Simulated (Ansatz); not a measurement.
C2H7NO, SMILES `COCN`, relaxed with RKS PBE0-D4/def2-TZVP in Ansatz from a GFN2-xTB geometry. The force threshold is 0.005 eV/Å; the program also tests the step.

The species carries charge 0 and has multiplicity 1.

Start:

```xyz
11

C    -0.656   -0.690    1.389
O     0.175    0.227    0.729
C     0.167    0.077   -0.663
N     1.189    0.940   -1.199
H    -1.700   -0.585    1.066
H    -0.335   -1.722    1.206
H    -0.580   -0.466    2.451
H     0.410   -0.964   -0.943
H    -0.859    0.298   -1.048
H     1.089    1.024   -2.204
H     1.101    1.861   -0.784
```

By how much does the energy fall, and how many steps does the optimiser take? (Best estimate.)

The calculation gave: 4.64 kJ/mol, in 15 steps, 3 of them rejected.

Which bonds change most? (Estimate.)

Ansatz gave: C3–N4 from 1.441 to 1.426 Å; C3–H9 from 1.118 to 1.106 Å; N4–H10 from 1.013 to 1.007 Å; O2–C3 from 1.401 to 1.406 Å.

Give the relaxed structure. (Best estimate.)

Computed: 
```xyz
11

C    -0.648   -0.718    1.390
O     0.294    0.124    0.791
C     0.181    0.125   -0.610
N     1.111    1.064   -1.144
H    -1.678   -0.421    1.143
H    -0.513   -1.766    1.083
H    -0.512   -0.650    2.469
H     0.420   -0.875   -1.006
H    -0.873    0.339   -0.869
H     1.481    0.780   -2.037
H     0.736    1.998   -1.211
```
